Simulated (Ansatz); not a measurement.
Input for Ansatz (development build ahead of 0.2.0):

```yaml
crystal:
  periodic: [false, false, false]
  atoms:
    - { symbol: P, position_ang: [0.0, 0.0, 0.0] }
    - { symbol: "N", position_ang: [0.0, 0.0, 3.427] }
basis:
  gaussian: { orbitals: "6-31G" }
magnetization:
  spin_polarized: true
hamiltonian:
  xc: pbe0
scf:
  omitted_lower_state_checks: [starts, atomic_configurations, cluster_reference, orbital_swaps, given_window_search, neighbouring_geometries, increment]
output:
  forces: true
```

The input is written out in the form of the current development build from the run's settings.

Output:

```yaml
Converged: yes
Total_energy: -395.63877 hartree
Spin_squared_of_the_determinant: 2.951
Stability_test: minimum
```

Forces (eV/Å):
```csv
atom,Fx,Fy,Fz
P1,0.000,0.000,0.162
N2,0.000,0.000,-0.162
```

Caution: charge can spread falsely over distant fragments; the unrestricted determinant is a mixture of spin states.
